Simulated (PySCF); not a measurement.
Magnesium: a sound run and one with changed settings

Sound run: Mg [Ne] 3s2, Mg⁺ [Ne] 3s1. Computed with PySCF 2.14 in cc-pVTZ-DK (5s4p2d1f, 34 functions), with the spin-free X2C one-electron Hamiltonian (Gaussian nucleus). In the sound run the correlated levels freeze [Ne]. The sound run starts from symmetry-adapted Hartree-Fock orbitals and uses a fine grid where one is needed.

Changed run: no relativity, point nucleus. This setting is unsound on purpose.

| species | method | sound run (hartree) | changed run (hartree) | converged |
| --- | --- | --- | --- | --- |
| Mg | UHF | -199.91960 | -199.55427 | yes |
| Mg | PBE0 | -200.27644 | -199.91139 | yes |
| Mg | TPSS | -200.39626 | -200.03126 | yes |
| Mg | MP2 | -199.94312 | -199.57777 | yes |
| Mg | CCSD(T) | -199.95329 | -199.58797 | yes |
| Mg⁺ | UHF | -199.67643 | -199.31151 | yes |
| Mg⁺ | PBE0 | -199.99888 | -199.63431 | yes |
| Mg⁺ | TPSS | -200.11866 | -199.75412 | yes |

Ionisation energy of Mg:

| method | sound run (eV) | changed run (eV) |
| --- | --- | --- |
| UHF | 6.617 | 6.606 |
| PBE0 | 7.553 | 7.540 |
| TPSS | 7.554 | 7.541 |
| MP2 | 7.257 | 7.245 |
| SCS-MP2 | 7.385 | 7.373 |
| CCSD | 7.534 | 7.523 |
| CCSD(T) | 7.534 | 7.523 |
| CCSDT | 7.534 | 7.523 |
| FCI | 7.534 | 7.523 |

Most of the change in total energy is the relativistic energy itself. On top of that the contraction fixes the core shape for the Hamiltonian it was made with, so the changed run is not a good calculation with the other Hamiltonian either.

For comparison, NIST gives 7.646 eV between the lowest levels.
